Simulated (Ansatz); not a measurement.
A made-up structure of CH5AlB, doublet:

C1  (-0.625, 0.524, -0.622)
B2  (-0.382, 0.939, 0.742)
Al3  (0.636, -0.970, 0.243)
H4  (-1.280, -0.309, -0.889)
H5  (-0.753, 1.744, 1.474)
H6  (0.000, 1.839, 1.411)
H7  (-0.157, -2.338, 0.193)
H8  (2.210, -0.862, 0.389)
(Å)

It is relaxed with PBE-D4/def2-SVP and then PBE0-D4/def2-TZVP (Ansatz 0.2.0). Atoms count as bonded within 1.22 times the sum of their covalent radii (H–H: 0.88 Å). The end point is not checked to be a true minimum.

Q: Does its bonding change? (Judge from chemistry; the calculation decides.)

A: Computed: Yes. Formed: none; broken: B2–Al3, H5–H6.

Where it ends: The first stage lowers the energy by 3.87 eV in 20 steps. It ends as CH₅AlB ([BH2][CH][AlH2]):
C1  (-0.732, 0.055, 0.268)
B2  (-0.497, 1.423, 0.817)
Al3  (0.716, -1.226, 0.060)
H4  (-1.683, -0.218, -0.193)
H5  (-0.697, 2.393, 0.131)
H6  (-0.040, 1.604, 1.913)
H7  (0.510, -2.468, -0.902)
H8  (2.071, -0.997, 0.847)
(Å)

Labels in which every atom is bracketed show which atoms are joined, not bond orders.

For scale, one of the runs: PBE0-D4/def2-TZVP relaxation, 129 basis functions, launched by `ansatz run in.yaml --threads 2 --pin off --events-out ev --progress --plain --max-ram 4352MiB`. The run took about 29 s on 2 CPU threads of an Arm Neoverse V1 (shared host).
